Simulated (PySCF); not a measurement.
## chlorocyclopentane (SMILES C1C(Cl)CCC1)

Geometry:
```
atom   x (Å)   y (Å)   z (Å)
 Cl1   1.625  -1.924   2.451
  C2   1.531  -1.543   0.682
  C3   1.897  -0.080   0.434
  C4   0.567   0.706   0.493
  C5  -0.534  -0.346   0.715
  C6   0.086  -1.648   0.216
  H7   2.210  -2.258   0.201
  H8   2.356  -0.001  -0.564
  H9   2.647   0.269   1.157
 H10   0.569   1.468   1.285
 H11   0.403   1.242  -0.454
 H12  -1.478  -0.096   0.209
 H13  -0.753  -0.446   1.789
 H14  -0.414  -2.559   0.573
 H15   0.091  -1.675  -0.888
```

Method: quadratic response CAM-B3LYP/def2-TZVPD first hyperpolarisability, Taylor convention, gas phase in PySCF 2.14.0. Geometry: PBE0-D3(BJ)/def2-SVP.

**Question.** Give the tensor of the second harmonic β(−2ω;ω,ω) at 1907 nm in the axes of these coordinates.

**Answer.** In au, Taylor convention; rows are the first index (the induced dipole):
|  | xx | yy | zz | xy | xz | yz |
| --- | --- | --- | --- | --- | --- | --- |
| x | -4.0 | +3.6 | -13.5 | +2.6 | -10.8 | -5.1 |
| y | +2.6 | +16.2 | +2.0 | +3.6 | -5.0 | -18.6 |
| z | -10.8 | -18.6 | +3.3 | -5.1 | -13.6 | +2.0 |

Norm of βᵢ = ⅓ Σⱼ (βᵢⱼⱼ + βⱼᵢⱼ + βⱼⱼᵢ): 36.1 au, hyper-Rayleigh value 18.2 au.
